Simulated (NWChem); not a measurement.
System: Li cation

Here is an NWChem input.

```
start job
memory heap 200 mb stack 900 mb global 1100 mb
charge 1
geometry units angstroms noautosym nocenter noautoz
  Li     0.000000     0.000000     0.000000
end
basis spherical
  * library aug-cc-pvdz
end
dft
  xc xpbe96 cpbe96
  iterations 150
end
property
  response 1 0.0
end
task dft property
```

Parts of the log:

```
             Northwest Computational Chemistry Package (NWChem) 7.3.0
             --------------------------------------------------------

                             Geometry "geometry" -> ""
                             -------------------------

 Output coordinates in angstroms (scale by  1.889725989 to convert to a.u.)

  No.       Tag          Charge          X              Y              Z
 ---- ---------------- ---------- -------------- -------------- --------------
    1 Li                   3.0000     0.00000000     0.00000000     0.00000000

 Effective nuclear repulsion energy (a.u.)       0.0000000000

  pbe96 is a nonlocal functional; adding pw91lda local functional.
                              NWChem Property Module
                              ----------------------

                                 NWChem DFT Module
                                 -----------------

 Summary of "ao basis" -> "ao basis" (spherical)
 ------------------------------------------------------------------------------
       Tag                 Description            Shells   Functions and Types
 ---------------- ------------------------------  ------  ---------------------
 Li                       aug-cc-pvdz                9       23   4s3p2d

            General Information
            -------------------
          SCF calculation type: DFT
          Wavefunction type:  closed shell.
          No. of atoms     :     1
          No. of electrons :     2
           Alpha electrons :     1
            Beta electrons :     1
          Charge           :     1
          Spin multiplicity:     1
          Use of symmetry is: off; symmetry adaption is: off
          Maximum number of iterations: 150
          AO basis - number of functions:    23
                     number of shells:     9
          Convergence on energy requested:  1.00D-06
          Convergence on density requested:  1.00D-05
          Convergence on gradient requested:  5.00D-04

              XC Information
              --------------
          PerdewBurkeErnzerhof Exchange Functional  1.000
            Perdew 1991 LDA Correlation Functional  1.000 local
           PerdewBurkeErnz. Correlation Functional  1.000 non-local

             Grid Information
             ----------------
          Grid used for XC integration:  medium
          Radial quadrature: Mura-Knowles
          Angular quadrature: Lebedev.
          Tag              B.-S. Rad. Rad. Pts. Rad. Cut. Ang. Pts.
          ---              ---------- --------- --------- ---------
          Li                  1.45       49          21.0       434
          Grid pruning is: on
          Number of quadrature shells:    49
          Spatial weights used:  Erf1

      Superposition of Atomic Density Guess
      -------------------------------------

 Sum of atomic energies:          -7.43242496

 Renormalizing density from       3.00 to      2

      Non-variational initial energy
      ------------------------------

 Total energy =      -5.435799
 1-e energy   =      -6.475465
 2-e energy   =       1.039666
 HOMO         =      -3.133687
 LUMO         =      -0.337930

   convergence    iter        energy       DeltaE   RMS-Dens  Diis-err
 ---------------- ----- ----------------- --------- --------- ---------
 d= 0,ls=0.0,diis     1     -7.2525866553 -7.25D+00  6.61D-03  2.42D-02
 d= 0,ls=0.0,diis     2     -7.2555332046 -2.95D-03  7.72D-05  7.84D-06
 d= 0,ls=0.0,diis     3     -7.2555342710 -1.07D-06  1.51D-06  8.60D-10
 d= 0,ls=0.0,diis     4     -7.2555342711 -1.01D-10  1.60D-08  1.02D-13

         Total DFT energy =       -7.255534271068
      One electron energy =       -8.880115531729
           Coulomb energy =        3.288993899953
    Exchange-Corr. energy =       -1.664412639292
 Nuclear repulsion energy =        0.000000000000

 Numeric. integr. density =        1.999999997736

                       DFT Final Molecular Orbital Analysis
                       ------------------------------------

 Vector    1  Occ=2.000000D+00  E=-2.214938D+00
              MO Center=  1.2D-19,  2.1D-19,  1.1D-18, r^2= 1.3D-01
   Bfn.  Coefficient  Atom+Function         Bfn.  Coefficient  Atom+Function
  ----- ------------  ---------------      ----- ------------  ---------------
     1      1.005600  1 Li s

 Vector    2  Occ=0.000000D+00  E=-2.435409D-01
              MO Center= -1.6D-15,  2.8D-16, -2.5D-16, r^2= 3.9D+00
   Bfn.  Coefficient  Atom+Function         Bfn.  Coefficient  Atom+Function
  ----- ------------  ---------------      ----- ------------  ---------------
     2      0.795582  1 Li s                  3      0.245069  1 Li s
     1      0.078480  1 Li s

 Vector    3  Occ=0.000000D+00  E=-1.692521D-01
              MO Center=  1.2D-15, -6.0D-16,  7.4D-16, r^2= 4.6D+00
   Bfn.  Coefficient  Atom+Function         Bfn.  Coefficient  Atom+Function
  ----- ------------  ---------------      ----- ------------  ---------------
     6      0.729515  1 Li py                 5      0.495455  1 Li px
     7     -0.234876  1 Li pz                 9      0.096032  1 Li py
     8      0.065221  1 Li px                10     -0.030919  1 Li pz
    12      0.025478  1 Li py

 Vector    4  Occ=0.000000D+00  E=-1.692521D-01
              MO Center=  2.8D-16,  8.8D-16,  3.2D-16, r^2= 4.6D+00
   Bfn.  Coefficient  Atom+Function         Bfn.  Coefficient  Atom+Function
  ----- ------------  ---------------      ----- ------------  ---------------
     7      0.878034  1 Li pz                 5      0.201587  1 Li px
     6      0.145785  1 Li py                10      0.115583  1 Li pz
    13      0.030664  1 Li pz                 8      0.026536  1 Li px

 *** CALLING NEW AORESP DRIVER FOR CLOSED AND OPEN SHELLS ***
 Entering AOResponse driver routine

--------------------------------------------------------------------------------

          -----------------------------------------------
          Solving response equations for perturbing field
          -----------------------------------------------

 number of frequencies:     1
 frequency in a.u.:  0.0000000E+00
 Perturbing field: electric
 Using El. Dipole Length Gauge

 Setting up CPKS with frequency omega =      0.00000000 a.u.

 STATIC response

                                NWChem CPHF Module
                                ------------------

  scftype          =     RHF
  nclosed          =        1
  nopen            =        0
  variables        =       22
  # of vectors     =        3
  tolerance        = 0.10D-03
  level shift      = 0.00D+00
  max iterations   =       50
  max subspace     =       30

 SCF residual:    9.6671919835591184E-010

Iterative solution of linear equations
  No. of variables       22
  No. of equations        3
  Maximum subspace       30
        Iterations       50
       Convergence  1.0D-04

   iter   nsub   residual    time
   ----  ------  --------  ---------
     1      3    1.43D-03       0.4
     2      6    2.94D-06       0.6

 Electric Dipole Response Matrix (nonzero elements):

              1        2        3
    1    0.0708  -0.0000   0.0000
    2   -0.0000   0.0708  -0.0000
    3    0.0000  -0.0000   0.0708

 ------------------------------------------
 average:         0.07085 + I       0.00000

 DFT Linear Response polarizability / au
 Frequency  =       0.0000000 / au
              X              Y              Z
 -----------------------------------------------
 X       0.0708483     -0.0000000      0.0000000
 Y      -0.0000000      0.0708483     -0.0000000
 Z       0.0000000     -0.0000000      0.0708483
 -----------------------------------------------
 Eigenvalues =       0.0708483      0.0708483      0.0708483
 Isotropic   =       0.0708483
 Anisotropic =       0.0000000
 -----------------------------------------------

 Magnetic Dipole Response Matrix (nonzero elements):

 Exiting AOResponse driver routine
```

Level: PBE/aug-cc-pVDZ.
